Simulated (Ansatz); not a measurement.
**CHSi (sextet): from Hartree-Fock to the top rungs, cc-pVDZ**

How much of the correlation energy of CHSi (sextet) does each wave-function method recover here?

Method: cc-pVDZ, core rule «outside noble gas», up to 6 orbitals frozen; program: Ansatz 0.2.0, Gaussian basis.

Plan: UHF; CCSD(T) on ROHF; CCSD(T) on UHF; BCCD(T) on ROHF; CISD; CCSDT(Q) on ROHF; CCSDT(Q) on UHF; CCSDTQ on ROHF; CCSDTQ on UHF; CASSCF and MRCISD+Q, 9 electrons in 9 orbitals; CASSCF and NEVPT2, 9 electrons in 9 orbitals.

3 further runs of the same task are left out: 3 set aside as unsound or not needed.

## Step 1: The system

The geometry is a PBE0/def2-TZVP stationary point (not a proven minimum) of the parent state, kept for this charge and spin.

3 atoms, charge 0, spin multiplicity 6.

Atoms are counted from 1 here; the program's logs count them from 0.

Bond lengths: Si1–C2 1.893 Å, C2–H3 1.096 Å. Angles: Si1–C2–H3 133.1°.

Coordinates:

```xyz
3

Si    0.0000    0.0326    0.6172
C     0.0000   -0.1270   -1.2686
H     0.0000    0.6065   -2.0825
```

## Step 2: UHF

Input file in.yaml:

```yaml
crystal:
  periodic: [false, false, false]
  atoms:
    - {symbol: Si, position_ang: [0.000000, 0.032553, 0.617233]}
    - {symbol: C, position_ang: [0.000000, -0.127023, -1.268554]}
    - {symbol: H, position_ang: [0.000000, 0.606549, -2.082531]}
basis:
  gaussian: {orbitals: cc-pVDZ}
magnetization: {spin_polarized: true, initial_magnetization: 5}
hamiltonian: {xc: hf}
output: {orbitals: {seedname: orbitals}}
```

Started as:

```bash
$ ansatz run in.yaml --threads 1 --pin off --events-out ev --progress --plain --max-ram 3968MiB --backend cpu
```

The runs that follow: CCSD(T) on ROHF; CCSD(T) on UHF; BCCD(T) on ROHF; CISD; CCSDT(Q) on ROHF; CCSDT(Q) on UHF; CCSDTQ on ROHF; CCSDTQ on UHF; CASSCF and MRCISD+Q, 9 electrons in 9 orbitals; CASSCF and NEVPT2, 9 electrons in 9 orbitals.

Before running them: what should the planned runs give, taken together? Wanted: UCCSDTQ below the RHF energy; RMP2 from UCCSDTQ; UMP2 from UCCSDTQ; RCCSD from UCCSDTQ; RCCSD(T) from UCCSDTQ; UCCSD(T) from UCCSDTQ; RCCSDT(Q) from UCCSDTQ; UCCSDT(Q) from UCCSDTQ; NEVPT2 valence from UCCSDTQ.

**Answer**, as computed:

| quantity | value |
| --- | --- |
| UCCSDTQ below the RHF energy | -4.2251 eV |
| RMP2 from UCCSDTQ | +20.03 kcal/mol |
| UMP2 from UCCSDTQ | +20.12 kcal/mol |
| RCCSD from UCCSDTQ | +3.04 kcal/mol |
| RCCSD(T) from UCCSDTQ | +0.71 kcal/mol |
| UCCSD(T) from UCCSDTQ | +0.69 kcal/mol |
| RCCSDT(Q) from UCCSDTQ | +0.04 kcal/mol |
| UCCSDT(Q) from UCCSDTQ | +0.01 kcal/mol |
| NEVPT2 valence from UCCSDTQ | +18.21 kcal/mol |
| MRCISD+Q valence from UCCSDTQ | +0.80 kcal/mol |
| levels within 1 kcal/mol (43 meV) | RCCSD(T), UCCSD(T), BCCD(T), RCCSDT, UCCSDT, RCCSDT(Q), UCCSDT(Q), RCCSDTQ, MRCISD+Q valence |
| T1 diagnostic | 0.025 |
| effectively unpaired electrons | 5.01 |

In words: RCCSD(T) misses by +0.71 kcal/mol, 0.7 % of the correlation energy. One determinant dominates. Of the multireference levels listed MRCISD+Q valence comes nearest in total energy (+0.80 kcal/mol), which doesn't show that its space is the better one. These misses are within one basis, not against nature; the frozen cores of restricted and unrestricted runs differ, which can shift their rows.
